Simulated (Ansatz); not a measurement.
Results of PBE-D3(BJ) (PAW; Ansatz, a first-principles code) for solid CO2 (dry ice).

Settings: plane-wave cutoff 500 eV, 4×4×4 k mesh, gaussian smearing 0.02 eV, scalar-relativistic PAW data made under PBE.

Computed at the level's own relaxed cell.

Problem. Give the computed equilibrium volume per atom and lattice parameter a.

Solution. 
- equilibrium volume per atom: 15.62 Å³/atom
- lattice parameter a: 5.722 Å

Measured, for comparison: equilibrium volume per atom 14.32 Å³/atom, lattice constant a 5.56 Å (5 K, zero-point motion not removed; as tabulated in Tran et al. (2019), arXiv:1903.00284). Computed (rounded) less measured: equilibrium volume per atom +9.1 %, lattice constant a +2.9 %.

Static lattice: no zero-point or thermal effects.
